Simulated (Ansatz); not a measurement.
**C2H2OS (SMILES S=C1CO1): functionals against CCSD(T) at one geometry**

One table from this session's results is given with a row withheld; the runs are named, their logs left out.

Method: single points in def2-TZVPP; program: Ansatz 0.2.0, Gaussian basis.

Cores are frozen in the correlated methods. B3LYP uses VWN-RPA correlation.

### The system as given

SMILES `S=C1CO1`, 6 atoms, charge 0, spin multiplicity 1.

Atoms are counted from 1 here; the program's logs count them from 0.

Bond lengths: S1–C2 1.681 Å, C2–C3 1.481 Å, C2–O4 1.510 Å, C3–O4 1.549 Å, C3–H5 1.179 Å, C3–H6 1.135 Å. Angles: S1–C2–C3 158.1°, S1–C2–O4 139.6°, C3–C2–O4 62.4°, C2–C3–O4 59.7°, C2–C3–H5 126.1°, C2–C3–H6 118.8°, O4–C3–H5 113.8°, O4–C3–H6 114.3°, H5–C3–H6 111.9°, C2–O4–C3 57.9°.

Geometry (Å):

```mol
C2H2OS
  3D, bonds by distance, orders not assigned

  6  6  0  0  0  0  0  0  0  0999 V2000
   -2.2461   -0.9540   -0.4428 S   0  0
   -0.6705   -0.4621   -0.1253 C   0  0
    0.4711    0.4662    0.0439 C   0  0
    0.6668   -1.0573    0.2453 O   0  0
    1.1312    0.9199   -0.8209 H   0  0
    0.5434    1.0771    0.9975 H   0  0
  1  2  8  0
  2  3  8  0
  2  4  8  0
  3  4  8  0
  3  5  8  0
  3  6  8  0
M  END
```

The first run:

run/in.yaml reads:

```yaml
crystal:
  periodic: [false, false, false]
  atoms:
    - {symbol: S, position_ang: [-2.246100, -0.954000, -0.442800]}
    - {symbol: C, position_ang: [-0.670500, -0.462100, -0.125300]}
    - {symbol: C, position_ang: [0.471100, 0.466200, 0.043900]}
    - {symbol: O, position_ang: [0.666800, -1.057300, 0.245300]}
    - {symbol: H, position_ang: [1.131200, 0.919900, -0.820900]}
    - {symbol: H, position_ang: [0.543400, 1.077100, 0.997500]}
basis:
  gaussian: {orbitals: def2-TZVPP}
correlation: {method: ccsd_t}
output: {forces: true}
```

No record of the launch command was kept for these runs.

Steps of the session up to this table: CCSD(T)/def2-TZVPP; PBE0-D4/def2-TZVPP; wB97M-V/def2-TZVPP; r2SCAN-D4/def2-TZVPP; PBE-D4/def2-TZVPP; revPBE-D4/def2-TZVPP; B3LYP-D4/def2-TZVPP.

One table of the session follows, with a row left open; its other results are not shown here.

| method | RMS force component (eV/Å) | angle to CCSD(T) forces (°) | dipole (D) |
| --- | --- | --- | --- |
| CCSD(T) | 1.536 | reference | 2.50 |
| PBE0-D4 | 1.758 | 8.3 | 2.67 |
| wB97M-V | ? | ? | ? |
| r2SCAN-D4 | 1.571 | 5.3 | 2.63 |
| PBE-D4 | 1.395 | 4.5 | 2.48 |
| revPBE-D4 | 1.347 | 3.6 | 2.47 |
| B3LYP-D4 | 1.589 | 4.6 | 2.63 |

Q: Estimate the row for wB97M-V from the others.

The run gave: RMS force component (eV/Å): 1.757; angle to CCSD(T) forces (°): 6.1; dipole (D): 2.68. In the column «RMS force component (eV/Å)» it lies between B3LYP-D4 (1.589) and PBE0-D4 (1.758).
